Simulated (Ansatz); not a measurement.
System: hcp Sc. Method: LDA (Ansatz, a quantum-chemistry and plane-wave program, plane waves, PAW).

Numerical settings: plane-wave cutoff 520 eV, 18×18×10 k mesh (along the axes of the cell as run), Fermi–Dirac smearing 0.05 eV, scalar-relativistic PAW data made under PBE.

Properties against volume:

Shape and atoms are relaxed at each volume.

```csv
V (Å³/atom),P (GPa),c (Å),a (Å)
21.632,2.69,4.917,3.188
22.083,1.29,4.953,3.209
22.534,0.00,4.988,3.230
22.984,-1.18,5.023,3.251
23.435,-2.26,5.058,3.271
```

Note: the bulk modulus comes from volumes at which shape and atoms were relaxed.
